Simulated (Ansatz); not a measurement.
**AlN (quintet): from Hartree-Fock to the top rungs, aug-cc-pVDZ**

An exercise on one series of results from a longer session: the logs are not shown, and one member is left open.

Method: aug-cc-pVDZ, core rule «outside noble gas», up to 6 orbitals frozen; program: Ansatz 0.2.0, Gaussian basis.

To be run: UHF; CCSD(T) on ROHF; CCSD(T) on UHF; BCCD(T) on ROHF; CISD; CCSDT(Q) on ROHF; CCSDT(Q) on UHF; CASSCF and MRCISD+Q, 8 electrons in 8 orbitals; CASSCF and NEVPT2, 8 electrons in 8 orbitals.

17 further runs of the same task are left out: 7 that didn't finish, 10 set aside as unsound or not needed.

## The geometry

The geometry is a PBE0/def2-TZVPD stationary point (not a proven minimum) of the parent state, kept for this charge and spin.

2 atoms, charge 0, spin multiplicity 5.

Atoms are counted from 1 here; the program's logs count them from 0.

Bond lengths: Al1–N2 1.852 Å.

Coordinates:

| atom | x (Å) | y (Å) | z (Å) |
| --- | --- | --- | --- |
| Al1 | 0.0000 | 0.0000 | 0.0000 |
| N2 | 0.0000 | 0.0000 | 1.8520 |

The first run:

The input, in.yaml:

```yaml
crystal:
  periodic: [false, false, false]
  atoms:
    - {symbol: Al, position_ang: [0.000000, 0.000000, 0.000000]}
    - {symbol: N, position_ang: [0.000000, 0.000000, 1.852000]}
basis:
  gaussian: {orbitals: aug-cc-pVDZ}
magnetization: {spin_polarized: true, initial_magnetization: 4}
hamiltonian: {xc: hf}
output: {orbitals: {seedname: orbitals}}
```

Run with:

```bash
$ ansatz run in.yaml --threads 1 --pin off --events-out ev --progress --plain --max-ram 2393MiB
```

Among the steps run: UHF; CCSD(T) on ROHF; CCSD(T) on UHF; BCCD(T) on ROHF; CISD; CCSDT(Q) on ROHF; CCSDT(Q) on UHF; CASSCF and MRCISD+Q, 8 electrons in 8 orbitals; CASSCF and NEVPT2, 8 electrons in 8 orbitals.

One of the session's tables, all rows but one given; the rest of the session is left out.

| method | from UCCSDT(Q) (meV) |
| --- | --- |
| ROHF | +4474.2 |
| UHF | +4247.6 |
| RMP2 | +892.8 |
| UMP2 | +875.9 |
| CISD | +316.3 |
| RCCSD | +189.0 |
| UCCSD | +174.4 |
| RCCSD(T) | +43.1 |
| UCCSD(T) | +40.9 |
| BCCD(T) | ? |
| RCCSDT | +11.5 |
| UCCSDT | +8.9 |
| RCCSDT(Q) | +3.5 |
| UCCSDT(Q) | 0 |
| CASSCF valence | +3457.4 |
| NEVPT2 valence | +785.5 |
| MRCISD valence | +241.0 |
| MRCISD+Q valence | +48.6 |

**Question.** Estimate the row for BCCD(T).

**Answer.** from UCCSDT(Q) (meV): +44.7. In the column «from UCCSDT(Q) (meV)» it lies between RCCSD(T) (+43.1) and MRCISD+Q valence (+48.6).

Limits of these values: Restricted and unrestricted rows rest on different reference determinants; where their highest levels disagree by more than a few hundredths of an eV, they describe different states and don't form one ladder.
